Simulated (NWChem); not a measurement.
# SiH4; SMILES [SiH4]

```xyz
5

Si     0.0000     0.0000     0.0000
H     -0.8618     0.8618     0.8618
H      0.8618    -0.8618     0.8618
H      0.8618     0.8618    -0.8618
H     -0.8618    -0.8618    -0.8618
```
Atoms are numbered in this order, from 1.

Results from NWChem. Geometry optimised at PBE0/def2-SVP; all other runs use it. 

| quantity | level | value |
|---|---|---|
| anisotropy (bohr³), static | PBE/def2-SVPD | … |
| −ε(HOMO) (eV) | PBE/def2-SVP | 8.46 |
| solvation free energy (kcal/mol) in n-hexane | PBE0/def2-SVP, SMD | -0.4 |
| vertical, lowest excitation, singlet (eV) | PBE/def2-SVPD, TDA | 8.55 |
| highest harmonic frequency (cm⁻¹) | PBE0/def2-SVP | … |

### Question
Some entries are withheld; supply them.

### Answer

- anisotropy (bohr³), static, value: 0.0
- highest harmonic frequency (cm⁻¹), value: 2252
